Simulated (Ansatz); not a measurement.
## Ansatz (development build ahead of 0.2.0) run

```yaml
crystal:
  periodic: [false, false, false]
  atoms:
    - { symbol: C, position_ang: [0.0, 0.0, 1.8437] }
    - { symbol: O, position_ang: [0.0, 0.0, 0.0] }
    - { symbol: O, position_ang: [1.6105, 0.0, 0.5862] }
basis:
  gaussian: { orbitals: STO-3G }
magnetization:
  spin_polarized: true
hamiltonian:
  xc: hf
```

The input is written out in the form of the current development build from the run's settings.

The run gave:

```
Converged                       : yes
Total energy                    : -184.79261 hartree
Spin squared of the determinant : 2.190
Stability test                  : minimum
```

Caution: the unrestricted determinant is a mixture of spin states.
